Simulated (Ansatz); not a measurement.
System: disodium, Na2, charge 0, multiplicity 1. SMILES: [Na][Na]
Geometry from a B3LYP-D3(BJ)/def2-TZVP (Ansatz, a quantum-chemistry and plane-wave program) optimisation:
```xyz
2

Na     0.0000     0.0000    -1.5272
Na     0.0000     0.0000     1.5272
```
Charge 0, spin multiplicity 1.

Property: atomisation energy (electronic, to ground-state atoms), in kcal/mol. Cores are frozen in the correlated levels unless marked. UHF or UKS for open shells. Spin-orbit coupling is left out. No relativistic terms. The coupled-cluster limit lacks core correlation, which all-electron functionals hold. CBS(X,Y): correlation extrapolated as X^-3; Hartree-Fock from the larger set.

| level | program | atomisation energy (kcal/mol) |
|---|---|---|
| HF/6-31G | Ansatz | -1.1 |
| B3LYP/def2-TZVPD | Ansatz | 17.0 |
| PBE0/def2-SVP | Ansatz | 16.2 |
| PBE0/def2-TZVPD | Ansatz | 15.9 |

Q: Estimate the value at CCSD(T)/CBS(def2-TZVPPD,def2-QZVPPD) as computed with Ansatz.

A: 16.8 kcal/mol
